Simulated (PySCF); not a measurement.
Species: C4H5F.
Cartesian coordinates in Å at the GFN2-xTB level; atoms count from 1:
```
atom  x, y, z in Å
C1     2.268    0.003   -0.272
C2     1.123    0.283   -0.068
C3    -0.276    0.627    0.128
C4    -1.165   -0.612    0.110
F5    -0.686    1.493   -0.876
H6     3.275   -0.246   -0.426
H7    -0.393    1.187    1.068
H8    -1.055   -1.130   -0.839
H9    -0.878   -1.280    0.917
H10   -2.205   -0.320    0.235
```

The closed-shell ground state was solved at several levels (PySCF, density fitting, gas phase, non-relativistic).

```tsv
level	basis functions	HOMO (eV)	LUMO (eV)	gap (eV)	dipole (D)
PBE0/pcSseg-1	110	-8.17	0.43	8.60	1.90
wB97X-D/def2-SVPD	143	-10.09	2.04	12.13	1.93
```

(1) What might B3LYP/pcJ-1 (185 basis functions) give for the same quantities?

(2) Over all these levels, which gives the widest orbital gap and which the narrowest?

(3) How far do the dipole and the HOMO energy spread over the levels?

Answers

(1) HOMO -7.92 eV, LUMO 0.20 eV, gap 8.12 eV, dipole 1.89 D.

(2) wB97X-D/def2-SVPD (range-separated hybrid) has the widest, 12.13 eV, and B3LYP/pcJ-1 (global hybrid, 20 % exact exchange) the narrowest, 8.12 eV. Functional and basis both differ between the two, so the spread mixes both effects.

(3) The dipole runs from 1.89 to 1.93 D (mean 1.91 D) and the HOMO from -10.09 to -7.92 eV.
